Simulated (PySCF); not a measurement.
**Working out the ionisation energy of O**

O [He] 2s2 2p4 (3P) → O⁺ [He] 2s2 2p3 (4S). All numbers are calculated (PySCF 2.14, the spin-free X2C one-electron Hamiltonian (Gaussian nucleus), in cc-pVDZ-DK). Frozen: 1s2. Energies in hartree (1 hartree = 27.21139 eV):

```json
{"part": "UHF", "O (lower)": "-74.844160", "O⁺ (upper)": "-74.404853"}
{"part": "CCSD correlation", "O (lower)": "-0.117104", "O⁺ (upper)": "-0.084815"}
{"part": "(T)", "O (lower)": "-0.000750", "O⁺ (upper)": "-0.000527"}
```

Problem. What does Hartree-Fock give?

Solution. (-74.404853) − (-74.844160) = 0.439307 hartree = 11.954 eV.

Problem. What do CCSD and CCSD(T) give?

Solution. The CCSD correlation energies differ by 0.032289 hartree = 0.879 eV and the triples by 0.000223 hartree = 0.006 eV, so CCSD gives 12.833 eV and CCSD(T) 12.839 eV.

Measured between the centres of the two terms (NIST): 13.608 eV, so CCSD(T) (valence) is off by -0.769 eV.

A double-zeta basis recovers only part of the correlation energy.

What remains against the reference includes basis incompleteness, the frozen core and higher excitations.
